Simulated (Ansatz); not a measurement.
Steps of a relaxation of C₃H₇FO, SMILES `COCCF` with RKS PBE-D4/def2-SVP.

```sh
$ ansatz run in.yaml --threads 4 --pin off --events-out ev --progress --plain --max-ram 10444MiB
```

```yaml
crystal:
  periodic: [false, false, false]
  atoms:
    - {symbol: C, position_ang: [-0.904700, 1.005900, 0.831600]}
    - {symbol: O, position_ang: [0.110800, 0.185200, 1.193100]}
    - {symbol: C, position_ang: [0.919900, -0.174100, 0.078000]}
    - {symbol: C, position_ang: [0.342000, -1.110900, -0.888600]}
    - {symbol: F, position_ang: [-0.533500, -0.409300, -1.736400]}
    - {symbol: H, position_ang: [-1.452800, 1.404100, 1.730900]}
    - {symbol: H, position_ang: [-0.550200, 1.930500, 0.289200]}
    - {symbol: H, position_ang: [-1.648000, 0.534200, 0.202900]}
    - {symbol: H, position_ang: [1.315100, 0.744400, -0.372100]}
    - {symbol: H, position_ang: [1.820700, -0.683700, 0.550400]}
    - {symbol: H, position_ang: [-0.365900, -1.857800, -0.350300]}
    - {symbol: H, position_ang: [1.023600, -1.623800, -1.494700]}
basis:
  gaussian: {orbitals: def2-SVP}
hamiltonian: {xc: pbe, dispersion: d4}
relax: {f_tol: 0.03, max_steps: 200}
```

Positions (Å) and forces (eV/Å) along the path, 6 of 6 steps:

```xyz
12
step=1 energy=-7972.9703 eV
C    -0.905    1.006    0.832   -1.312    2.367    0.408
O     0.111    0.185    1.193    1.313   -1.273    0.074
C     0.920   -0.174    0.078    1.835   -0.321    2.502
C     0.342   -1.111   -0.889   -4.103    0.091    0.877
F    -0.533   -0.409   -1.736    0.026    0.071   -0.433
H    -1.453    1.404    1.731    0.375   -0.369   -0.130
H    -0.550    1.931    0.289   -0.024   -0.210   -0.021
H    -1.648    0.534    0.203   -0.755   -0.446   -0.724
H     1.315    0.744   -0.372    0.120    0.424   -0.669
H     1.821   -0.684    0.550   -0.489    0.258   -0.321
H    -0.366   -1.858   -0.350    1.212    0.539   -0.341
H     1.024   -1.624   -1.495    1.802   -1.132   -1.221
12
step=2 energy=-7973.2808 eV
C    -0.926    1.040    0.837   -0.713    1.061    0.065
O     0.102    0.181    1.187    0.697   -0.632    0.004
C     0.939   -0.190    0.100    0.501    0.281    1.019
C     0.312   -1.112   -0.891   -1.427   -0.272   -0.115
F    -0.548   -0.420   -1.766    0.200   -0.169    0.245
H    -1.444    1.391    1.763    0.207   -0.191   -0.109
H    -0.562    1.964    0.308    0.028   -0.148    0.030
H    -1.692    0.583    0.183   -0.168   -0.163   -0.203
H     1.325    0.724   -0.402    0.064    0.098   -0.253
H     1.824   -0.702    0.559   -0.261    0.077   -0.120
H    -0.302   -1.884   -0.339    0.304    0.312   -0.259
H     1.050   -1.631   -1.506    0.568   -0.254   -0.305
12
step=3 energy=-7973.3389 eV
C    -0.939    1.073    0.842   -0.230    0.180   -0.090
O     0.092    0.177    1.184    0.186   -0.121   -0.057
C     0.936   -0.190    0.112   -0.122    0.158    0.127
C     0.303   -1.132   -0.894   -0.082    0.072   -0.284
F    -0.568   -0.454   -1.756    0.107   -0.113    0.174
H    -1.435    1.382    1.784    0.023   -0.021   -0.010
H    -0.551    1.992    0.335    0.034   -0.040    0.027
H    -1.708    0.628    0.166    0.072   -0.012    0.041
H     1.319    0.714   -0.430   -0.008   -0.058   -0.002
H     1.807   -0.704    0.567    0.055   -0.041    0.025
H    -0.269   -1.921   -0.359   -0.029   -0.037    0.015
H     1.090   -1.620   -1.516   -0.006    0.032    0.034
12
step=4 energy=-7973.3428 eV
C    -0.939    1.083    0.833   -0.077    0.044   -0.045
O     0.088    0.180    1.184    0.038   -0.048    0.023
C     0.931   -0.192    0.119   -0.031    0.078   -0.029
C     0.299   -1.131   -0.896    0.005   -0.044   -0.023
F    -0.620   -0.480   -1.714    0.032    0.043    0.018
H    -1.449    1.381    1.771    0.008   -0.008   -0.007
H    -0.533    2.003    0.344    0.005    0.003    0.004
H    -1.687    0.638    0.138    0.013    0.029    0.035
H     1.333    0.705   -0.420   -0.024    0.008   -0.005
H     1.796   -0.716    0.578    0.030   -0.043   -0.012
H    -0.228   -1.948   -0.359   -0.027   -0.076    0.026
H     1.087   -1.579   -1.545    0.026    0.012    0.017
12
step=5 energy=-7973.3448 eV
C    -0.941    1.094    0.838    0.034   -0.024   -0.008
O     0.078    0.173    1.181   -0.046    0.018   -0.007
C     0.922   -0.193    0.116    0.008   -0.013   -0.012
C     0.304   -1.144   -0.898    0.034    0.008    0.011
F    -0.616   -0.494   -1.716   -0.022    0.005   -0.009
H    -1.447    1.385    1.779    0.000    0.002    0.003
H    -0.523    2.014    0.360    0.003   -0.003    0.006
H    -1.694    0.666    0.139    0.004    0.004    0.005
H     1.313    0.706   -0.427   -0.015   -0.009   -0.001
H     1.794   -0.713    0.572    0.009    0.007    0.003
H    -0.217   -1.973   -0.366    0.003    0.003   -0.008
H     1.104   -1.576   -1.543   -0.014    0.003    0.017
12
step=6 energy=-7973.3451 eV
C    -0.940    1.097    0.838    0.019   -0.014    0.006
O     0.071    0.167    1.180   -0.023    0.009   -0.005
C     0.918   -0.195    0.116    0.003   -0.006   -0.014
C     0.305   -1.148   -0.898    0.017   -0.005    0.009
F    -0.621   -0.503   -1.714   -0.002   -0.006    0.005
H    -1.448    1.385    1.779   -0.004    0.005    0.000
H    -0.512    2.017    0.370    0.000   -0.001    0.003
H    -1.693    0.680    0.133    0.002    0.001   -0.001
H     1.301    0.707   -0.429   -0.001   -0.002    0.005
H     1.794   -0.707    0.571   -0.001    0.007   -0.001
H    -0.208   -1.982   -0.368    0.000    0.009   -0.007
H     1.108   -1.574   -1.544   -0.011    0.003    0.001
```

Run time 7.5 s (4 threads of an Arm Neoverse V1 on a shared host); peak host memory 0.14 GiB.
